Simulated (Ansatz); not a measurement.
## NaSc: from a trial structure to a relaxed crystal

Theory: Ansatz, DFT PBE, scalar-relativistic, plane waves, PAW. Cutoff 420 eV, Γ-centred k mesh, Gaussian smearing, no spin polarisation in the final step.

The start puts NaSc on the caesium chloride structure type (Pm-3m, No. 221), with Na in place of Cs, Sc in place of Cl, at a guessed volume.

```xyz
2
Lattice="3.4509 0.0000 0.0000 0.0000 3.4509 0.0000 0.0000 0.0000 3.4509" Properties=species:S:1:pos:R:3 pbc="T T T"
Na    0.0000    0.0000    0.0000
Sc    1.7254    1.7254    1.7254
```

Cell and atoms relax at zero pressure; the relaxation can't lower the symmetry of the start. After a coarse first stage the cell is made exact in the group found at 0.06 Å.

Energies over the elements count from the elements' standard structures at the same level, with no empirical corrections.

Question: Describe the relaxed structure.

Answer: It keeps Pm-3m (No. 221). The result has the caesium chloride structure. Conventional cell: a = 3.820 Å. Around Na lie 8 Sc at 3.31 Å and 6 Na at 3.82 Å; Sc is coordinated by 8 Na at 3.31 Å and 6 Sc at 3.82 Å.

```
Na Sc
1.0
     3.81959    0.00000    0.00000
     0.00000    3.81959    0.00000
     0.00000    0.00000    3.81959
Na Sc
1 1
Direct
  0.00000 0.00000 0.00000
  0.50000 0.50000 0.50000
```

Question: What are its volume, energy, density and gap?

Answer: The volume per atom is 27.86 Å³, the density is 2.02 g/cm³ and the energy over the elements is 0.59 eV/atom. The gap on the 14×14×14 mesh is 0 eV (a metal).

The final run used a 14×14×14 mesh on its 2-atom cell and 0.10 eV smearing. For metals, differences of a few meV/atom aren't resolved. Symmetry constrained the relaxation, so the result can be a saddle point.

Cost: 3 runs of about 0.44 core-minutes in all, on Arm Neoverse V1 (shared hosts).